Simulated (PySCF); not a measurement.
Species: silacyclopropynylidene, C₂Si (singlet state).
Numbering: `[C:1]1#[C:2][Si:3]1`

Cartesian coordinates in Å at the PBE0-D3(BJ)/def2-SVP level; atoms count from 1:
```xyz
3
C2Si angstrom
C     -0.3508   -1.2463   -0.6388
C      0.4157   -0.4044   -0.0741
Si     1.1032   -2.1075    0.1050
```

Level of theory: core-valence-separated Tamm–Dancoff BHandHLYP/aug-pcX-1 (def2-SVPD on Si) in PySCF, non-relativistic, gas phase, PBE0-D3(BJ)/def2-SVP geometry.

Computed carbon K-edge spectrum, Gaussian lines of 0.4 eV full width, highest printed point 100; it ends one width below the last computed root. BHandHLYP without relativity tends to put these K edges a few eV too low, so spacings mean more than positions.

photon energy (eV), absorption and a bar:
```
    280.2          0 
    280.4         10 ###
    280.6         51 ###############
    280.8         67 ####################
    281.0         22 #######
    281.2          2 #
    281.4          0 
    281.6          1 
    281.8         18 #####
    282.0         84 #########################
    282.2        100 ##############################
    282.4         30 #########
    282.6          2 #
    282.8          0 
    283.0          0 
    283.2          0 
    283.4          0 
    283.6          0 
    283.8          0 
    284.0          5 ##
    284.2         20 ######
    284.4         19 ######
    284.6          5 #
    284.8          0 
    285.0          0 
    285.2          4 #
    285.4         31 #########
    285.6         58 ##################
    285.8         27 ########
    286.0          3 #
    286.2          0 
    286.4          0 
    286.6          0 
    286.8          0 
    287.0          2 #
```

Question: Assign the maxima to core holes.

Answer: 4 maxima:
- 280.7 eV: C1/C2 (alkyne carbon), 280.74 eV, f = 0.076, sum of 2, 100 % of the height at the exact maximum
- 282.1 eV: C1/C2 (alkyne carbon), 282.12 eV, f = 0.118, 100 % of the height at the exact maximum
- 284.3 eV: C1/C2 (alkyne carbon), 284.29 eV, f = 0.025, sum of 2, 100 % of the height at the exact maximum
- 285.6 eV: C1/C2 (alkyne carbon), 285.59 eV, f = 0.063, sum of 2, 100 % of the height at the exact maximum

Roots within 0.03 eV on the same or equivalent atoms count as one line; shares under 12 % aren't listed.

Vibrational structure and lifetime widths aren't in the curve. The ionisation threshold wasn't computed; near and above it a finite basis only mimics Rydberg series and continuum.

The run took 1.1 s wall on one thread of an Arm Neoverse V1 (shared host), and the process peaked at 0.33 GiB of memory.
